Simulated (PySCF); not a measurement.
**1,2,3-trifluoropropane (C3H5F3): geometry, NMR shifts, spin-spin couplings, electronic excitations and core binding energies**

Wanted: the NMR shifts, spin-spin couplings, electronic excitations and core binding energies of 1,2,3-trifluoropropane (C3H5F3) (`FCC(F)CF`), by calculation.

Computed with PySCF 2.14.0, with density-fitted response routines of our own, on a single molecule in the gas phase. Atoms are numbered from 0 throughout.

## Step 1: The starting structure

11 atoms, charge 0, multiplicity 1; geometry from: GFN2-xTB.

Bonds of the start (Å): F0–C1 1.37, C1–C2 1.53, C2–F3 1.38, C2–C4 1.53, C4–F5 1.37, C1–H6 1.09, C1–H7 1.09, C2–H8 1.10, C4–H9 1.09, C4–H10 1.09.

## Step 2: Optimising the geometry at PBE0-D3(BJ)/def2-SVP

The job: settings as JSON, then the geometry in Å.

```
{"job": {"xc": "PBE0", "basis": "def2-SVP", "d3": "d3bj", "grid": 1, "kind": "geom"}, "charge": 0, "multiplicity": 1}
F     -1.172594     1.531226    -0.326393
C     -1.256311     0.166303    -0.276904
C     -0.051919    -0.431160     0.448118
F     -0.135336    -0.166989     1.795256
C      1.280810     0.114420    -0.069455
F      1.548401    -0.447442    -1.288000
H     -1.282857    -0.195588    -1.308959
H     -2.181805    -0.082516     0.250329
H     -0.077953    -1.523709     0.340581
H      2.092459    -0.161620     0.610567
H      1.242530     1.199744    -0.201105
```

**Question.** This job is followed by: GIAO PBE0/pcSseg-1 NMR shielding, non-relativistic, gas phase; B3LYP/pcJ-1 indirect spin-spin coupling, non-relativistic, gas phase; TDDFT PBE0/def2-SVPD, vertical, gas phase, core orbitals frozen in the response; GIAO WP04/pcSseg-2 NMR shielding, non-relativistic, gas phase; delta-SCF UKS SCAN, pcX-2 on the ionised atom, pcseg-1 elsewhere, spin-free X2C. Predict these results of the whole session: point group; rotational constants (main isotopes); ¹³C shifts against TMS (PBE0/pcSseg-1, means over atoms taken as alike); ¹H shifts against TMS (PBE0/pcSseg-1, means over atoms taken as alike); ¹⁹F shifts against CFCl3 (PBE0/pcSseg-1, means over atoms taken as alike); largest coupling of the table (B3LYP/pcJ-1); lowest singlet (PBE0/def2-SVPD); brightest single state of those computed; lowest triplet; vertical ionisation energy (ΔSCF); F1s binding energies, SCAN/pcX-2; C1s binding energies, SCAN/pcX-2; range of the shift of F0.

The runs gave:

| quantity | value |
| --- | --- |
| point group | C1 |
| rotational constants (main isotopes) | 4.21, 2.94, 2.07 GHz |
| ¹³C shifts against TMS (PBE0/pcSseg-1, means over atoms taken as alike) | 89.5, 79.5 ppm |
| ¹H shifts against TMS (PBE0/pcSseg-1, means over atoms taken as alike) | 4.82, 4.52, 4.26 ppm |
| ¹⁹F shifts against CFCl3 (PBE0/pcSseg-1, means over atoms taken as alike) | -229.5, -262.6 ppm |
| largest coupling of the table (B3LYP/pcJ-1) | ¹J(F,C) F0–C1, -238.7 Hz |
| lowest singlet (PBE0/def2-SVPD) | 8.95 eV (138 nm), f = 0.027 |
| brightest single state of those computed | state 8, 9.87 eV, f = 0.067 |
| lowest triplet | 8.58 eV |
| vertical ionisation energy (ΔSCF) | 11.85 eV |
| F1s binding energies, SCAN/pcX-2 | F3 693.00, F0 692.93 eV |
| C1s binding energies, SCAN/pcX-2 | C2 293.74, C1 293.66 eV |
| range of the shift of F0 | -262.6 to -248.0 ppm |

What this shows: The optimisation took 7 steps and gained 0.055 eV; among the close pairs (by a distance rule), C1–C2 changed most, from 1.527 to 1.506 Å. No frequency check was run at this level, so the end point may be a saddle. The most deshielded carbon is C2 (sp3 CH bonded to F), at 89.5 ppm: pulled downfield by the heteroatom. At PBE0/pcSseg-1: Shielding is most anisotropic at C1, C4 (span 87 ppm, paramagnetic term -138 ppm). Couplings across rotatable bonds belong to this one conformer; where others are populated, the observed values are averages. Density functionals describe couplings to fluorine poorly, F–F couplings above all, so those rows are rough. The first singlet state (HOMO→LUMO 0.96) lies at 8.95 eV and is weak; of the 10 states computed, the strongest absorption comes from state 8 at 9.87 eV. The lowest triplet lies 0.37 eV below the lowest singlet (triplets in Tamm-Dancoff, singlets in full TDDFT). ΔSCF puts the ionisation energy at 11.85 eV, 2.25 eV above −ε(HOMO). The F1s levels computed lie within 0.07 eV of one another, too close to rank. C2 (sp3 CH bonded to F) binds its C1s electron 0.08 eV more tightly than C1 (sp3 CH2 bonded to F). In ppm, F0 (with its like atoms) moves most: its shift spreads over 14.6 ppm, from -262.6 (PBE0/pcSseg-1) to -248.0 (WP04/pcSseg-2).
